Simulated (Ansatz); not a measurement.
Two isomers of C6H12: A = `CCC=C(C)C`, B = `C=C(C)C(C)C`.

Gas-phase electronic energies from Ansatz, PBE0-D4/def2-TZVP geometries. CCSD(T)/CBS is the MP2 limit (def2-TZVPP, def2-QZVPP) plus CCSD(T) − MP2 in def2-TZVPP, frozen cores. DFT in def2-TZVPP. B3LYP here is the variant with VWN-RPA as its local correlation; programs differ in this. Each species was taken in one conformer, which may not be the lowest.

A:

Z-matrix (Å, degrees):
```
C
C 1 1.526
H 1 1.093 2 111.3
H 1 1.093 2 110.8 3 -120.5
H 1 1.093 2 111.0 3 120.1
C 2 1.493 1 112.2 3 -176.9
H 2 1.097 1 108.8 3 -56.5
H 2 1.092 1 109.6 3 59.1
C 6 1.333 2 128.5 1 -116.5
H 6 1.090 2 114.6 1 62.3
C 9 1.497 6 120.8 2 179.4
C 9 1.496 6 124.8 2 -0.8
H 11 1.096 9 111.0 6 121.0
H 11 1.091 9 111.8 6 0.0
H 11 1.096 9 111.0 6 -120.9
H 12 1.096 9 110.5 6 -119.3
H 12 1.089 9 113.4 6 2.1
H 12 1.095 9 110.4 6 123.3
```

B:

```xyz
18

C    -2.083   -0.220   -0.515
C    -0.895    0.194   -0.086
C    -0.726    1.530    0.571
C     0.331   -0.672   -0.247
C     0.939   -1.056    1.100
C     1.379   -0.015   -1.142
H    -2.205   -1.188   -0.991
H    -2.972    0.392   -0.406
H    -0.021    2.159    0.019
H    -0.331    1.428    1.586
H    -1.677    2.060    0.630
H     0.002   -1.593   -0.739
H     1.765   -1.757    0.959
H     0.198   -1.528    1.749
H     1.339   -0.182    1.621
H     0.955    0.263   -2.110
H     1.791    0.886   -0.681
H     2.212   -0.700   -1.319
```

(1) Which isomer does CCSD(T)/CBS put lower? Give the gap. (Best estimate.)

(2) Give E(B) − E(A) in kJ/mol with MP2/def2-TZVPP, PBE0-D4, CCSD(T)/def2-SVP, B3LYP, HF/def2-TZVPP, CCSD(T)/def2-TZVPP, ωB97M-V. (Estimate.)

Largest T1 diagnostic: 0.009.

Answers

(1) Ansatz gave: A, by 0.8 kJ/mol. So small a gap doesn't settle the order.

(2) Computed: MP2/def2-TZVPP 0.0, PBE0-D4 6.7, CCSD(T)/def2-SVP 0.8, B3LYP 10.6, HF/def2-TZVPP 7.1, CCSD(T)/def2-TZVPP 0.6, ωB97M-V 2.0. None reverses the order clearly.

The D4 term adds −5.3 kJ/mol with B3LYP and −2.9 kJ/mol with PBE0; it sums over pairs of atoms, weighted by their polarisabilities, and B3LYP, whose exchange is more repulsive, gets the larger term. In def2-TZVPP, CCSD(T) changes the Hartree–Fock value by −6.6 kJ/mol (the triples alone add −0.9 kJ/mol) and MP2 by −7.1 kJ/mol.
